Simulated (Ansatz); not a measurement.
Geometry optimisation, Ansatz 0.2.0, RKS r2SCAN/def2-SVP.

input.yaml

```yaml
crystal:
  periodic: [false, false, false]
  atoms:
    - { symbol: Al, position_ang: [0.0, 0.0, 0.0] }
    - { symbol: Cl, position_ang: [1.5382, 0.0, 1.8812] }
    - { symbol: H, position_ang: [1.7598, 0.0, 0.023] }
    - { symbol: O, position_ang: [-1.5415, 0.0, -0.89] }
    - { symbol: H, position_ang: [-2.0512, -0.8467, -0.6815] }
basis:
  gaussian: { orbitals: def2-SVP }
hamiltonian:
  xc: r2scan
relax:
  f_tol: 0.15
  max_steps: 25
  restrain:
    - { distance: [1, 2], at: 1.37, k: 30.0 }
    - { distance: [0, 1], at: 3.43, k: 30.0 }
    - { distance: [0, 2], at: 2.76, k: 30.0 }
output:
  orbitals: {}
```

Run as:

```bash
$ ansatz run input.yaml --threads 1 --pin off --max-ram 2048MiB --backend cpu --events-out ev --progress --plain --runs-dir out
```

Problem. Where does it end, and by what steps?

Solution. The forces met the threshold. The restraints hold the end off the free minimum. After 14 steps the energy has fallen by 1.003 eV (the restraints' own energy left out); Al1 moved furthest, 1.09 Å. Parted: Al1–Cl2 (2.43 → 3.43 Å). Joined: Cl2–H3 (1.87 → 1.33 Å).

| step | energy less start (eV) | largest force component (eV/Å) | accepted |
| --- | --- | --- | --- |
| 0 | 0.0000 | 1.891 | yes |
| 1 | 0.8563 | 5.133 | yes |
| 2 | 1.6447 | 10.138 | yes |
| 3 | 0.7509 | 8.332 | yes |
| 4 | -0.5020 | 1.627 | yes |
| 5 | -0.5942 | 1.008 | yes |
| 6 | -0.7510 | 1.185 | yes |
| 7 | -0.8690 | 0.990 | yes |
| 8 | -0.9001 | 0.930 | yes |
| 9 | -0.8850 | 1.539 | no |
| 10 | -0.9354 | 1.009 | yes |
| 11 | -0.9730 | 0.944 | yes |
| 12 | -1.0009 | 0.919 | yes |
| 13 | -1.0000 | 0.932 | no |
| 14 | -1.0033 | 0.907 | yes |

```xyz
5
Properties=species:S:1:pos:R:3
Al -0.089 0.302 -1.045
Cl 1.726 -0.318 1.802
H 2.074 0.293 0.669
O -1.592 -0.363 -0.685
H -2.415 -0.760 -0.408
```

Time of the run: 46 s on 1 thread of Arm Neoverse V2 (shared host), peak memory 0.13 GiB.
